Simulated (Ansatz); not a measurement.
CH6AlB, SMILES `B[CH2][AlH2]`. Charge 0, multiplicity 1. All single points use the PBE0-D4/def2-TZVP geometry.

```xyz
9

B     1.359    0.016    0.326
C     0.292    0.227   -0.720
Al   -1.391   -0.180    0.247
H     1.681    0.907    1.063
H     1.837   -1.071    0.505
H     0.256   -0.495   -1.542
H     0.117    1.257   -1.046
H    -2.183    0.995    0.954
H    -1.968   -1.655    0.213
```

Q: What is the dipole moment at B3LYP/def2-TZVPP? (Best estimate.)

A: The calculation gave: 1.24 D, with components (-0.83, 0.19, -0.90) D in this frame, pointing from negative to positive charge.

Q: And with PBE, r2SCAN, ωB97M-V? (Estimate.)

A: Ansatz gave: PBE 1.33 D, r2SCAN 1.29 D, ωB97M-V 1.24 D.

Q: Give the Mulliken charges with B3LYP, r2SCAN, ωB97M-V in def2-TZVPP. (Best estimate.)

A: Computed: 
| atom | B3LYP | r2SCAN | ωB97M-V |
| --- | --- | --- | --- |
| B1 | -0.19 | -0.13 | -0.26 |
| C2 | -0.29 | -0.28 | -0.37 |
| Al3 | 0.45 | 0.51 | 0.43 |
| H4 | 0.03 | 0.00 | 0.07 |
| H5 | 0.03 | 0.00 | 0.07 |
| H6 | 0.12 | 0.10 | 0.13 |
| H7 | 0.12 | 0.10 | 0.13 |
| H8 | -0.13 | -0.15 | -0.11 |
| H9 | -0.13 | -0.15 | -0.11 |

B3LYP here is the variant with VWN-RPA as its local correlation; programs differ in this.
